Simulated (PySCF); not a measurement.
Telling isomers of C2H2F2O apart by NMR

Computed data (PySCF 2.14.0 with density-fitted response routines): PBE0-D3(BJ)/def2-SVP structure, couplings computed with B3LYP/pcJ-1, σ from GIAO-PBE0/pcSseg-1. Isolated molecule, non-relativistic Hamiltonian, one conformer, rapidly exchanging positions averaged.

Scale: TMS for ¹H and ¹³C (reference shieldings calculated alike). Multiplet labels drop J under 1 Hz and among equivalent protons, and merge close values. Unscaled 3J(H,H) run several per cent high. Vicinal couplings that depend on rotamer populations or ring flexing (ring, CH–CH, X–H and H–F types) are those of the one conformer. One-bond C–F couplings are unscaled and too large by tens of Hz. Shifts are as computed. Against solution values, carbons near 30 ppm lie about +2 ppm off and those near 130 ppm about +5 ppm. Of 1211 compounds with measured shifts, 218 miss one by over three times the rms of a fit or turn the order of signals round; such compounds aren't used in these exercises.

(1) Tabulate the signals of `FC1(F)CO1`, `F[C@@H]1O[C@@H]1F`, `O=CC(F)F` and their relative energies.

(2) What is the quickest way to tell F[C@@H]1O[C@@H]1F from O=CC(F)F?

(3) What is the quickest way to tell FC1(F)CO1 from F[C@@H]1O[C@@H]1F?

(4) What is the quickest way to tell FC1(F)CO1 from O=CC(F)F?

Answers

(1) 
```json
{"SMILES": "FC1(F)CO1", "carbon types": "1×C 1×CH2", "δC": "113.1, 53.2", "δH": "3.09 (m, 2H)", "E rel. (kcal/mol)": "9.4"}
{"SMILES": "F[C@@H]1O[C@@H]1F", "carbon types": "2×CH", "δC": "86.6", "δH": "4.98 (m, 2H)", "E rel. (kcal/mol)": "14.3"}
{"SMILES": "O=CC(F)F", "carbon types": "2×CH", "δC": "195.8, 113.2", "δH": "9.49 (d, 1H), 5.19 (td, 1H)", "E rel. (kcal/mol)": "0.0"}
```

Energies are electronic energies at PBE0/pcSseg-1 on these geometries, without zero-point or thermal terms, each for the one conformer computed, which needn't be the lowest.

(2) Count the carbon signals: 1 against 2. The first has an epoxide ring carbon (CH) at 86.6 ppm, the second an aldehyde carbonyl carbon (CH) at 195.8 ppm. In the proton spectra the most deshielded non-exchanging signals are 4.98 (m, 2H) and 9.49 (d, J = 6.0 Hz, 1H).

(3) Count the carbon signals: 2 against 1. The first has an epoxide ring carbon (C) at 113.1 ppm, the second an epoxide ring carbon (CH) at 86.6 ppm. In the proton spectra the most deshielded non-exchanging signals are 3.09 (m, 2H) and 4.98 (m, 2H).

(4) Both give the same number of carbon signals, but DEPT or the intensities differ. The first has an epoxide ring carbon (C) at 113.1 ppm, the second an aldehyde carbonyl carbon (CH) at 195.8 ppm. In the proton spectra the most deshielded non-exchanging signals are 3.09 (m, 2H) and 9.49 (d, J = 6.0 Hz, 1H).
